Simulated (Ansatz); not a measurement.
A single point on C$_{3}$H$_{8}$S$_{2}$, SMILES `CCSCS`.

```yaml
crystal:
  periodic: [false, false, false]
  atoms:
    - {symbol: C, position_ang: [-1.593840, -0.832859, 0.133387]}
    - {symbol: C, position_ang: [-0.356688, -1.098911, -0.701896]}
    - {symbol: S, position_ang: [0.576536, 0.377358, -1.174187]}
    - {symbol: C, position_ang: [1.337006, 0.799809, 0.404865]}
    - {symbol: S, position_ang: [2.249922, 2.345141, 0.279544]}
    - {symbol: H, position_ang: [-2.275840, -0.159611, -0.388571]}
    - {symbol: H, position_ang: [-1.343414, -0.377834, 1.093869]}
    - {symbol: H, position_ang: [-2.123534, -1.766991, 0.341526]}
    - {symbol: H, position_ang: [-0.628369, -1.559034, -1.655414]}
    - {symbol: H, position_ang: [0.322914, -1.795034, -0.201891]}
    - {symbol: H, position_ang: [0.589897, 0.866351, 1.195380]}
    - {symbol: H, position_ang: [2.077718, 0.046863, 0.684062]}
    - {symbol: H, position_ang: [1.188091, 3.119952, 0.004026]}
basis:
  gaussian: {orbitals: def2-QZVPP}
correlation: {method: mp2}
```

```sh
$ ansatz run in.yaml --threads 4 --pin off --events-out ev --progress --plain --max-ram 10444MiB
```

Output, abridged:

```
Functional definition: HF
3253 factors; integrals over basis functions are off by at most 9.0e-4 eV
mean field evaluation 1: about -24851.7852 eV, gradient 3.2e1 eV
mean field evaluation 2: about -24851.9854 eV, gradient 3.2e1 eV
mean field evaluation 4: about -24855.1463 eV, gradient 4.3e0 eV
mean field evaluation 8: about -24855.2166 eV, gradient 2.9e-1 eV
mean field -24855.21715739 eV, -913.4123830629 hartree, gradient 3.2e-6 eV, S^2 0.000000; 0 other end points of the search recorded, 0 dependent functions left out
13 core orbitals not correlated: weight in the atoms' cores, before any rotation towards them, 1.000 or more for the frozen orbitals, at most 0.000 for the correlated occupied ones
reference -24855.21715739 eV, -913.4123830629 hartree; 16, 16 occupied and 522, 522 virtual orbitals, 3253 factors
second order -25.83454178 eV of doubles, -0.00000000 eV of singles
Total energy: -24881.05169918 eV, -914.3617849622 hartree
```

Run time 52 s (4 threads of an Arm Neoverse V1 on a shared host); peak host memory 4.2 GiB.
